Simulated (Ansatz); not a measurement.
```yaml
crystal:
  periodic: [false, false, false]
  atoms:
    - {symbol: C, position_ang: [-0.088679, 0.842407, 0.483186]}
    - {symbol: C, position_ang: [-0.088679, 0.842407, 0.483186]}
    - {symbol: C, position_ang: [-0.198453, -0.012602, -0.636665]}
    - {symbol: C, position_ang: [0.207093, -1.276665, -0.603260]}
    - {symbol: F, position_ang: [0.095501, -2.065584, -1.666782]}
    - {symbol: H, position_ang: [0.064675, 2.254692, 2.249708]}
    - {symbol: H, position_ang: [-0.629000, 0.379847, -1.552969]}
    - {symbol: H, position_ang: [0.649476, -1.773245, 0.252228]}
basis:
  gaussian: {orbitals: cc-pVTZ-DK}
hamiltonian: {xc: {name: B2GP-PLYP}}
output: {forces: true}
```

```sh
$ ansatz run in.yaml --threads 2 --pin off --events-out ev --progress --plain --max-ram 4352MiB
```

It prints (some lines left out):

```
Error: two nuclei lie on one point
```

Task: Something in this input is off. What?

Result: One atom was put on top of another. The input was rejected before any iteration.
